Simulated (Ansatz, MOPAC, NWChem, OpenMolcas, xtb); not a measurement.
**A ladder of methods for NF3 (nitrogen trifluoride)**

NF3, singlet, SMILES `FN(F)F`. Each level relaxes the structure for itself.

Each level gives the zero-point energy at each level's own minimum (kJ/mol). The values are calculated.

| level | kind | program | value (kJ/mol) |
| --- | --- | --- | --- |
| GFN1-xTB | semi-empirical | xtb | 26.4 |
| PM3 | semi-empirical | MOPAC | 30.1 |
| PM6-DH2 | semi-empirical | MOPAC | 30.7 |
| PM6-ORG | semi-empirical | MOPAC | 31.8 |
| HF/3-21G | Hartree–Fock | NWChem | 29.6 |
| HF/pcseg-0 | Hartree–Fock | OpenMolcas | 27.6 |
| HF/pcseg-1 | Hartree–Fock | OpenMolcas | 32.9 |
| HF/aug-pcseg-1 | Hartree–Fock | OpenMolcas | 33.4 |
| B3LYP/6-31G* (spherical functions) | global hybrid | NWChem | 27.1 |
| PBE0-D4/def2-TZVP | global hybrid | Ansatz | 28.1 |

Harmonic and unscaled. The values span 26.4 to 33.4 kJ/mol.
